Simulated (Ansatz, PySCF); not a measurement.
Gas-phase enthalpy of formation at 298 K, by the atomisation route, of C=C (C2H4) (SMILES; C2H4, ethene). Structures are relaxed separately at B3LYP-D3(BJ)/def2-TZVP in Ansatz (an electronic-structure program). Correlated levels leave the core frozen unless marked. Open shells are spin-unrestricted. No spin-orbit coupling. Non-relativistic. Basis-set limits of correlation are two-point, X^-3; Hartree-Fock from the larger set. Thermal terms are rigid-rotor harmonic-oscillator values from B3LYP-D3(BJ) frequencies (PySCF) at 298.15 K and 1 atm. 1 Eh = 627.5095 kcal/mol.

```tsv
species	count	E, CCSD(T)/CBS(cc-pVTZ,cc-pVQZ) (Ansatz) (Eh)	E, PBE/def2-TZVPD (Ansatz) (Eh)	measured ΔHf at 0 K (kcal/mol)	H(298) - H(0) of the element (kcal/mol)
C=C (C2H4)	1	-78.47456	-78.50050	-	-
C atom	2	-37.78949	-37.79605	169.98	0.25
H atom	4	-0.49995	-0.49962	51.63	1.01
```

Molecule: zero-point energy 31.97, H(298) - H(0) 2.50 kcal/mol. The route leaves out scalar relativity and anharmonic zero-point terms, the atoms' spin-orbit terms, and in the frozen-core level the core correlation. Atomic data: G2/97 table in ASE.

Task: Work out De, D0 and ΔHf at 0 and 298 K at both levels, and their errors against the measured value.

Result: 
The atoms' values sum to 546.48 (0 K) and 4.54 (thermal), in kcal/mol.
- CCSD(T)/CBS(cc-pVTZ,cc-pVQZ): De = 562.11; D0 = 562.11 - 31.97 = 530.14; ΔHf(0 K) = 546.48 - 530.14 = 16.34; ΔHf(298 K) = 16.34 + 2.50 - 4.54 = 14.30; error +1.7.
- PBE/def2-TZVPD: De = 570.98; D0 = 570.98 - 31.97 = 539.01; ΔHf(0 K) = 546.48 - 539.01 = 7.47; ΔHf(298 K) = 7.47 + 2.50 - 4.54 = 5.43; error -7.2.
Measured: 12.6 kcal/mol (Active Thermochemical Tables 1.112 (ions: stationary electron), as tabulated in the package chemicals).
